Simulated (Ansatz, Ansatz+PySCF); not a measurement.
```xyz
2

P     0.0000    0.0000   -0.8699
P     0.0000    0.0000    0.8699
```

RHF on singlet P2 was run in several spherical basis sets with Ansatz (development build ahead of 0.2.0). Caution for RHF: no unrestricted run beside it, a lower state can exist.

**Question.** Rank the basis sets by the total energy that they give, lowest first, with the distance from the lowest.
A. STO-3G
B. def2-TZVP
C. 6-31G
D. 6-31G(d)
E. cc-pVDZ
F. def2-SVP
G. cc-pVTZ

**Answer.** G (0.00 eV), B (0.22 eV), E (0.74 eV), D (1.87 eV), C (4.28 eV), F (6.66 eV), A (210.04 eV).

Totals follow the description of the cores as much as that of the bonds, so this order isn't one of quality for chemistry.
